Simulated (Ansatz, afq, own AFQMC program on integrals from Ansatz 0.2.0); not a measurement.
Where AFQMC and coupled cluster stand for BSiH₃, triplet

```xyz
5

Si    0.0000   -0.0982    0.7302
B     0.0000    0.1178   -1.6379
H     0.0000    1.0827    1.6521
H     0.0000    1.2294   -2.0833
H     0.0000   -0.8393   -2.3484
```

Connectivity, by distances: SiH–BH2.

Basis cc-pVDZ. Noble-gas cores (and the filled d shells of Ga–Kr and In–Xe) are frozen. Integrals, coupled cluster, full CI and functionals: Ansatz 0.2.0; the random walks run on the same integrals in our own AFQMC program. ph-AFQMC/CISD is guided by a CISD state made of CCSD amplitudes; releasing the constraint for a short imaginary time cuts its bias at the price of noise, slowly where states lie close. Free projection: walkers drawn from exp(T), propagated without any constraint. Its projection time is finite, and what remains of the start isn't in its error. ± is one standard error of the sampling.

Determinant: UHF, the one that the program's search chose, which needn't be the lowest solution. The geometry is a point of a scan.

No full CI on the walks' own integrals is used here; CCSDT(Q) serves as the reference and is uncertain by about the last step of the cluster series.

Cautions: lower spins were not checked; the released energies are still falling, so no released level is given (meV from the phaseless value at times in 1/Eh: -9 ± 8 at 0.24, -11 ± 8 at 0.51, -16 ± 12 at 0.99, -28 ± 12 at 1.62, -52 ± 15 at 2.40), though the last usable value meets CCSDT(Q) within the noise; the ph-AFQMC/CISD walk drifts between its halves (2.2 errors).

```
T1 diagnostic                               : 0.0321
weight of the determinant in the CISD state : 0.868
⟨S²⟩ of the determinant                     : 2.009
size of the correlated space                : 10 electrons in 41 orbitals
```

```tsv
level	correlation energy (eV)
MP2	-4.0419
CCSD	-5.1167
CCSD(T)	-5.2737
```

(1) Estimate where phaseless AFQMC with the Hartree–Fock trial lies against CCSD(T) on the same integrals.

(1) 8.8 ± 5.0 kJ/mol below CCSD(T). The gap is under twice the noise, so this walk alone can't tell the two apart.

Reference: CCSDT(Q), correlation energy -5.331 eV.

```tsv
level	E − E(reference) (kJ/mol)	share of correlation (%)
CCSD(T)	5.5	98.93
CCSDT	0.9	99.83
ph-AFQMC/HF	-3.3 ± 5.0	100.63
ph-AFQMC/CISD	2.6 ± 1.1	99.49
free AFQMC	0.8 ± 1.0	99.84
```

Free projections are given only where their last times agree within the noise and don't stop above the reference; a slow remainder of the start can still hide under it. A walk keeps the symmetry of its determinant, which the program's search chose and which needn't be the lowest solution, so a lower state of the same spin and another symmetry isn't excluded.
